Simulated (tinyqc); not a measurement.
Orbital energy against energy difference: ionisation energy by orbital energies and by energy differences in the 6-31g* basis, for LiH, spin multiplicity 1. Computed by the program tinyqc with PySCF. The cation is unrestricted; errors are against CCSD(T) in this basis, not against experiment.

Geometry (angstrom):
```
atom       x       y       z
Li    0.0000  0.0000  0.0000
H     0.0000  0.0000  1.5430
```

CCSD(T) difference in the same basis = 7.7186 eV

IP-EOM-CCSD = 7.7185 eV

First vertical ionisation energy (eV):
```
method     -e(HOMO)  E(cation) - E  error of -e(HOMO)  error of the difference
HF           8.2468       7.123634             0.5283                  -0.5949
LDA          4.4399       8.321613            -3.2787                   0.6031
PBE          4.4349       8.167461            -3.2837                   0.4489
B3LYP        5.3812       8.405988            -2.3374                   0.6874
PBE0         5.5132       8.124722            -2.2053                   0.4062
CAM-B3LYP    6.9289       8.387403            -0.7897                   0.6689
LC-wPBE      8.2385       8.201577             0.5200                   0.4830
```

What does the comparison show, and why?

Koopmans errs by +0.53 eV and Delta-HF by -0.59 eV: relaxation, 1.12 eV, lowers the value and the missing correlation difference works against it. The PBE level is off by -3.3 eV through the wrong tail of its potential, though its energy difference is off by +0.45 eV; exact exchange deepens the level, and among the orbital energies LC-wPBE comes closest; among the differences PBE0 does.
